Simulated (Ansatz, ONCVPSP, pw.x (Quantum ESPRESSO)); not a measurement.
hydrogen (H): does the ONCV potential hold in the solid?

H, optimised norm-conserving Vanderbilt (ONCV), made with ONCVPSP 4.0.1.1 (patched build) (PBEsol, scalar-relativistic). Core none, reference 1s1. Waves: 1s: rc 1.00 bohr, ncon 3, nbas 6, qcut 6.1 1/bohr, 2 projectors, debl 1 Ha; p scattering state at 0.33 Ha: rc 0.95 bohr, ncon 3, nbas 6, qcut 9.9 1/bohr, 2 projectors, debl 1.3 Ha. Local part: polynomial inside 0.70 bohr (lpopt 5, dvloc0 6 Ha). Core correction: none.

Atomic tests: cutoffs needed: 15 Ha and 41 Ha (the cutoffs (Ha) at which the residual kinetic energy of the hardest occupied pseudo-wave falls to 1 and 0.1 mHa per electron); ghost test: no bound ghost flagged; no localised positive-energy state flagged.

Crystal test: fcc H in pw.x 7.5, no spin, 18³ k-points, Fermi–Dirac smearing 0.01 Ry, cutoffs 95/380 Ry. The reference is all-electron LAPW (Ansatz 0.2.0) with the same functional, mesh and smearing; V0 and B0 come from Birch–Murnaghan fits to the pressures at five volumes. Errors are pseudo minus all-electron; Δ is the rms difference of the E(V) curves that follow from these fits, minima aligned, over ±6 % about the mean V0. Mesh and smearing are coarse, so the numbers serve the comparison and aren't converged zero-temperature values; the lattice is a test structure that the element need not adopt.

```tsv
V (Å³/atom)	P all-electron (GPa)	P pseudo (GPa)
2.771	6.23	5.49
2.844	2.90	2.20
2.917	-0.10	-0.77
2.990	-2.80	-3.43
3.063	-5.23	-5.83
```

All-electron: a0 = 2.267 Å (V0 = 2.91 Å³/atom), B0 = 114.1 GPa.

Pseudopotential: mean pressure error (GPa): -0.67; a0 (Å): 2.263; a0 error (%): -0.19; B0 error (%): +0.7; Δ (meV/atom): 0.4.

Task: At the middle volume, how do free energy and pressure move when the wave cutoff is lowered (ecutrho kept at four times it)?

Result:

```
cutoff (Ry)  shift of F (meV/atom)  shift of P (GPa)
         43                   +3.7             -0.49
         57                   +2.4             +0.09
         76                   +1.1             -0.14
```

Input at the middle volume:

```
&control
  calculation='scf', prefix='x', pseudo_dir='./', outdir='./tmp', tstress=.true., disk_io='none'
/
&system
  ibrav=0, nat=1, ntyp=1, ecutwfc=95, ecutrho=380, nbnd=7,
  occupations='smearing', smearing='fd', degauss=0.01
/
&electrons
  conv_thr=1e-09, mixing_beta=0.4, electron_maxstep=70
/
ATOMIC_SPECIES
H 1.0 H.UPF
CELL_PARAMETERS angstrom
  0.00000000 1.13405855 1.13405855
  1.13405855 0.00000000 1.13405855
  1.13405855 1.13405855 0.00000000
ATOMIC_POSITIONS crystal
H 0.0000 0.0000 0.0000
K_POINTS automatic
18 18 18 0 0 0
```

```bash
pw.x < H.scf.in > H.scf.out
```

Lines of the output:

```
Message from routine setup:
     using ibrav=0 with symmetry is DISCOURAGED, use correct ibrav instead
     lattice parameter (alat)  =       3.0307  a.u.
     unit-cell volume          =      19.6849 (a.u.)^3
     number of electrons       =         1.00
     number of Kohn-Sham states=            7
     kinetic-energy cutoff     =      95.0000  Ry
     charge density cutoff     =     380.0000  Ry
     scf convergence threshold =      1.0E-09
     Exchange-correlation= PBESOL
     number of k points=   195  Fermi-Dirac smearing, width (Ry)=  0.0100
     iteration #  1     ecut=    95.00 Ry     beta= 0.40
     total energy              =      -1.07165476 Ry
     estimated scf accuracy    <       0.00000637 Ry
     iteration #  2     ecut=    95.00 Ry     beta= 0.40
     total energy              =      -1.07165670 Ry
     estimated scf accuracy    <       0.00000235 Ry
     iteration #  3     ecut=    95.00 Ry     beta= 0.40
     the Fermi energy is     4.0266 ev
!    total energy              =      -1.07165673 Ry
     estimated scf accuracy    <          7.5E-11 Ry
     smearing contrib. (-TS)   =      -0.00044607 Ry
     The total energy is F=E-TS. E is the sum of the following terms:
     one-electron contribution =       0.64561961 Ry
     hartree contribution      =       0.01646948 Ry
     xc contribution           =      -0.66359990 Ry
     ewald contribution        =      -1.06969985 Ry
     convergence has been achieved in   3 iterations
          total   stress  (Ry/bohr**3)                   (kbar)     P=       -7.66
     Message from routine punch:
     Nothing written, as per user request (disk_io='none')
```

The run at the middle volume (195 k-points, 3 iterations) took about 2.4 s on one core of a shared host (Intel(R) Xeon(R) Platinum 8375C CPU @ 2.90GHz, 64 threads, 496 GiB, load 25).
